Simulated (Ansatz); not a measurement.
Mulliken charges of C3H3FOS, SMILES `C#CC(O)(F)S` from B3LYP/def2-TZVPP in Ansatz (PBE0-D4/def2-TZVP geometry).

```json
{"atom": "C1", "x (Å)": "1.457", "y (Å)": "0.941", "z (Å)": "1.305", "charge (e)": "0.187"}
{"atom": "C2", "x (Å)": "0.728", "y (Å)": "0.315", "z (Å)": "0.591", "charge (e)": "-0.414"}
{"atom": "C3", "x (Å)": "-0.165", "y (Å)": "-0.417", "z (Å)": "-0.296", "charge (e)": "0.266"}
{"atom": "O4", "x (Å)": "-0.447", "y (Å)": "-1.640", "z (Å)": "0.240", "charge (e)": "-0.268"}
{"atom": "F5", "x (Å)": "0.458", "y (Å)": "-0.567", "z (Å)": "-1.517", "charge (e)": "-0.196"}
{"atom": "S6", "x (Å)": "-1.742", "y (Å)": "0.481", "z (Å)": "-0.578", "charge (e)": "-0.151"}
{"atom": "H7", "x (Å)": "2.106", "y (Å)": "1.493", "z (Å)": "1.944", "charge (e)": "0.263"}
{"atom": "H8", "x (Å)": "-1.100", "y (Å)": "-2.069", "z (Å)": "-0.327", "charge (e)": "0.202"}
{"atom": "H9", "x (Å)": "-1.205", "y (Å)": "1.416", "z (Å)": "-1.377", "charge (e)": "0.111"}
```

Task: By hand: the dipole of these point charges (1 e Å = 4.8032 D).

Result: Σ q r = (0.418, 0.545, 0.533) e Å, of length 0.869 e Å = 4.17 D.

Task: How does the dipole of the full density compare? (An estimate is asked.)

Result: Computed: (-0.080, 0.151, 0.009) e Å, 0.82 D; the point charges give 5.09 times that, at 69° from its direction.

Point charges leave out the atoms' own dipoles, such as those of lone pairs, and Mulliken's split depends on the basis, so the two needn't agree.

B3LYP here is the variant with VWN-RPA as its local correlation; programs differ in this.
